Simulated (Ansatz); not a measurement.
# One shape, several levels: doublet BN+

Aim: a comparison of 6 runs (UB3LYP/3-21G, UBHLYP/3-21G, USVWN5/6-31G, RPA@PBE/6-31G, UCCSD/6-31G, UCCSD(T)/6-31G) of doublet BN+. 

The calculation is run with Ansatz 0.2.0.

69 further runs of the same task are left out: 69 set aside as unsound or not needed.

## (1) The molecule

BN+: 2 atoms, total charge +1, spin state doublet. SMILES of the parent species: `B#N`. The coordinates come from a PBE0-D4/def2-TZVP relaxation. That shape belongs to the parent species and isn't relaxed for this state.

Bond lengths: B1–N2 1.315 Å.

## (2) The energy at UB3LYP/3-21G (run 1)

run.yaml

```yaml
crystal:
  periodic: [false, false, false]
  atoms:
    - {symbol: B, position_ang: [-0.000000, -0.000000, -0.023520]}
    - {symbol: "N", position_ang: [0.000000, 0.000000, 1.291950]}
basis:
  gaussian:
    orbitals: 3-21G.json
hamiltonian:
  xc: {name: B3LYP}
total_charge: 1
accuracy: high
magnetization:
  spin_polarized: true
  initial_magnetization: 1
```

The basis set 3-21G is read from a file made from the Basis Set Exchange's data (not shown).

Started as:

```console
$ ansatz run run.yaml --threads 1 --pin off --max-ram 3480MiB --events-out events.jsonl --progress --plain --runs-dir runs
```

What it wrote:

```text
Warning: RAYON_NUM_THREADS=1 ignored (pool sized by the plan → 1); use --threads N
Functional definition: B3LYP
  name "B3LYP"
  parameter a0 = 0.2
  parameter ax = 0.72
  parameter ac = 0.81
  exchange = (1 - a0 - ax)*slater_x + ax*b88_x + a0*exact_x
  correlation = (1 - ac)*vwn_rpa_c + ac*lyp_c
392 factors; integrals over basis functions are off by at most 2.9e-9 eV
mean field evaluation 1: about -2119.4969 eV, gradient 5.8e1 eV
mean field evaluation 2: about -2018.8665 eV, gradient 1.1e2 eV
mean field evaluation 4: about -2136.5641 eV, gradient 2.3e0 eV
mean field evaluation 8: about -2136.6234 eV, gradient 7.2e-1 eV
mean field evaluation 16: about -2136.8020 eV, gradient 5.4e-3 eV
mean field evaluation 32: about -2101.5279 eV, gradient 7.8e1 eV
mean field evaluation 64: about -2136.8020 eV, gradient 7.4e-4 eV
mean field -2136.84019125 eV, -78.5274286263 hartree, gradient 5.8e-8 eV, S^2 1.405482; 9 other end points of the search recorded, 0 dependent functions left out
reference -2136.84021374 eV, -78.5274294526 hartree; 6, 5 occupied and 12, 13 virtual orbitals, 392 factors
Total energy: -2136.84021374 eV, -78.5274294526 hartree
```

Wall time 1.3 s (1 thread of Intel Xeon 6975P-C (Granite Rapids), shared host).

## (3) The energy at UBHLYP/3-21G (run 2)

run.yaml

```yaml
basis:
  gaussian:
    orbitals: 3-21G.json
crystal:
  periodic: [false, false, false]
  atoms:
    - {symbol: B, position_ang: [-0.000000, -0.000000, -0.023520]}
    - {symbol: N, position_ang: [0.000000, 0.000000, 1.291950]}
total_charge: 1
magnetization:
  spin_polarized: true
  initial_magnetization: 1
hamiltonian:
  xc: {name: BHLYP}
accuracy: high
```

The basis set 3-21G is read from a file made from the Basis Set Exchange's data (not shown).

Started as:

```console
$ ansatz run run.yaml --threads 1 --pin off --max-ram 3480MiB --events-out events.jsonl --progress --plain --runs-dir runs
```

What it wrote:

```text
Warning: RAYON_NUM_THREADS=1 ignored (pool sized by the plan → 1); use --threads N
Functional definition: BHLYP
  name "BHLYP"
  parameter a = 0.5
  exchange = (1 - a)*b88_x + a*exact_x
  correlation = lyp_c
392 factors; integrals over basis functions are off by at most 2.9e-9 eV
mean field evaluation 1: about -2122.8111 eV, gradient 4.8e1 eV
mean field evaluation 2: about -2050.6337 eV, gradient 1.0e2 eV
mean field evaluation 4: about -2135.1542 eV, gradient 1.0e0 eV
mean field evaluation 8: about -2135.1674 eV, gradient 5.9e-1 eV
mean field evaluation 16: about -2135.7786 eV, gradient 1.5e0 eV
mean field evaluation 32: about -2135.9704 eV, gradient 5.7e-8 eV
mean field evaluation 64: about -2135.7469 eV, gradient 5.8e-1 eV
mean field -2135.97037983 eV, -78.4954636462 hartree, gradient 7.6e-9 eV, S^2 1.752678; 5 other end points of the search recorded, 0 dependent functions left out
reference -2135.97039474 eV, -78.4954641941 hartree; 6, 5 occupied and 12, 13 virtual orbitals, 392 factors
Total energy: -2135.97039474 eV, -78.4954641941 hartree
```

Run time: 1.9 s. Hardware: 1 thread of Intel Xeon 6975P-C (Granite Rapids), shared host.

Runs 3 to 5 aren't shown in full; the table further down has their settings and results.

## (4) A single-point energy at UCCSD(T)/6-31G (run 6)

input.yaml

```yaml
crystal:
  periodic: [false, false, false]
  atoms:
    - {symbol: B, position_ang: [-0.000000, -0.000000, -0.023520]}
    - {symbol: "N", position_ang: [0.000000, 0.000000, 1.291950]}
basis:
  gaussian: {orbitals: 6-31G}
total_charge: 1
magnetization: {spin_polarized: true, initial_magnetization: 1}
correlation: {method: ccsd_t, frozen_orbitals: {B: 1, "N": 1}}
accuracy: high
scf: {omitted_lower_state_checks: [cluster_reference, increment]}
```

Started as:

```console
$ ansatz run input.yaml --threads 1 --pin off --max-ram 3480MiB --events-out events.jsonl --progress --plain --runs-dir runs
```

What it wrote:

```text
Warning: RAYON_NUM_THREADS=1 ignored (pool sized by the plan → 1); use --threads N
[... 20 lines left out ...]
2 core orbitals not correlated: weight in the atoms' cores, before any rotation towards them, 1.000 or more for the frozen orbitals, at most 0.000 for the correlated occupied ones
[... 41 lines left out ...]
Total energy: -2140.93240331 eV, -78.6778146456 hartree
Checks for a lower state left out: cluster_reference, increment
```

It took 0.52 s on 1 thread of Intel Xeon 6975P-C (Granite Rapids), shared host.

## (5) The series

| run | level | frozen core orbitals | energy (Eh) | ⟨S²⟩ | wall time |
| --- | --- | --- | --- | --- | --- |
| 1 | UB3LYP/3-21G | – | -78.527429 | 1.405 | 1.3 s |
| 2 | UBHLYP/3-21G | – | -78.495464 | 1.753 | 1.9 s |
| 3 | USVWN5/6-31G | – | -78.207676 | 1.000 | 0.99 s |
| 4 | RPA@PBE/6-31G | 2 | -78.753877 | 1.188 | 2.7 s |
| 5 | UCCSD/6-31G | 2 | -78.670083 | 1.755 | 0.5 s |
| 6 | UCCSD(T)/6-31G | 2 | -78.677815 | 1.755 | 0.52 s |

## (6) Summary of results

| quantity | value |
| --- | --- |
| run 6: total energy | -78.67781 Eh |
| run 6: correlation energy (2 core orbitals frozen) | -100.7 mEh |
| run 6: (T) correction | -7.73 mEh |
| run 6: ⟨S²⟩ of the reference determinant | 1.755 |
| run 6: T1 diagnostic | 0.031 |

What this shows: Totals of different functionals can't be ranked against each other. Spin contamination of the reference: run 5 ⟨S²⟩ = 1.76, run 6 ⟨S²⟩ = 1.76, run 2 ⟨S²⟩ = 1.75, run 1 ⟨S²⟩ = 1.41, run 4 ⟨S²⟩ = 1.19, run 3 ⟨S²⟩ = 1.00. Where it is this large, the reference is a mixture of spin states, and values that rest on it are in doubt. All runs together took 7.8 s, the longest 2.7 s.
